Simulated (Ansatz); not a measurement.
# What a trial cell of Na₃Be relaxes into

Theory: DFT PBE, scalar-relativistic, plane waves, PAW (Ansatz). Cutoff 420 eV, Γ-centred k mesh, Gaussian smearing, no spin polarisation in the final step.

The start puts Na₃Be on the TiAl3 (D0_22) structure type (I4/mmm, No. 139), with Be in place of Ti, Na in place of Al, at a guessed volume.

```
Na Be
1.0
    -1.98629    1.98629    4.43691
     1.98629   -1.98629    4.43691
     1.98629    1.98629   -4.43691
Na Be
3 1
Direct
  0.50000 0.50000 0.00000
  0.25000 0.75000 0.50000
  0.75000 0.25000 0.50000
  0.00000 0.00000 0.00000
```

Cell and atoms relax at zero pressure; the relaxation can't lower the symmetry of the start. After a coarse first stage the cell is made exact in the group found at 0.06 Å.

The zero of energy is the elements' standard structures at the same level; no fitted shifts are applied.

(1) What does it relax into?

(2) What are its volume, energy, density and gap?

## Answers

(1) It keeps I4/mmm (No. 139), but not the shape of the type it started on. Conventional cell: a = 5.242 Å, c = 7.496 Å. Around Na on Wyckoff site b (1 atom of the primitive cell) lie 8 Na at 3.22 Å and 6 Be at 3.71–3.75 Å; Na on Wyckoff site d (2 atoms of the primitive cell) has 4 Be at 3.22 Å, 4 Na at 3.22 Å and 6 Na at 3.71–3.75 Å; around Be lie 8 Na at 3.22 Å and 6 Na at 3.71–3.75 Å.

```xyz
4
Lattice="-2.6212 2.6212 3.7482 2.6212 -2.6212 3.7482 2.6212 2.6212 -3.7482" Properties=species:S:1:pos:R:3 pbc="T T T"
Na    0.0000    0.0000    3.7482
Na    2.6212    0.0000    1.8741
Na    0.0000    2.6212    1.8741
Be    0.0000    0.0000    0.0000
```

(2) The volume per atom is 25.75 Å³, the density is 1.26 g/cm³ and the energy over the elements is 0.50 eV/atom. The gap on the 14×14×14 mesh is 0 eV (a metal).

The final run used a 14×14×14 mesh on its 4-atom cell and 0.10 eV smearing. For metals, differences of a few meV/atom aren't resolved. A structure relaxed within its symmetry needn't be a true minimum.

Cost: 3 runs of about 3 core-minutes in all, on Arm Neoverse V2 (shared hosts).